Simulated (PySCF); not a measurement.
Isomers of C4H7N. Method used: PBE0-D3(BJ)/def2-SVP geometry optimisation, gas phase in PySCF. One conformer each; no zero-point energy, no entropy. No frequencies were run at this level. Point groups hold within 0.08 Å.

Question: Rank from lowest to highest electronic energy at this level (kJ/mol).
A. `[NH2:1][C@H:2]1[C@H:3]2[CH2:4][C@@H:5]12` with H–N1–C2–C3 -156° and 86°
B. `[NH2:1][C@@H:2]1[C@H:3]2[CH2:4][C@@H:5]12` with H–N1–C2–C3 41° and 161°

Answer: A (0.0), B (5.4).

Neighbours under 10 kJ/mol apart (N[C@H]1[C@H]2C[C@@H]12 and N[C@@H]1[C@H]2C[C@@H]12) can change places with a better method, another conformer or zero-point energy. N[C@H]1[C@H]2C[C@@H]12 and N[C@@H]1[C@H]2C[C@@H]12 are stereoisomers, 5.4 kJ/mol apart in the conformers taken.

| SMILES | E (Eh) | E rel (kJ/mol) | dipole (D) | point group | A, B, C (MHz) |
| --- | --- | --- | --- | --- | --- |
| N[C@H]1[C@H]2C[C@@H]12 | -210.91217 | 0.0 | 1.49 | Cs | 10975, 4776, 4415 |
| N[C@@H]1[C@H]2C[C@@H]12 | -210.91012 | 5.4 | 1.61 | – | 16218, 3930, 3777 |

How do the relative energies change in single points at CAM-B3LYP/pcSseg-2 (no added dispersion term) on the same geometries?

```tsv
SMILES	PBE0-D3(BJ)/def2-SVP (kJ/mol)	CAM-B3LYP/pcSseg-2 (kJ/mol)	shift
N[C@H]1[C@H]2C[C@@H]12	0.0	0.0	0.0
N[C@@H]1[C@H]2C[C@@H]12	5.4	4.0	-1.4
```

Each column counts from its own lowest isomer. The order is unchanged; the largest shift is 1.4 kJ/mol.
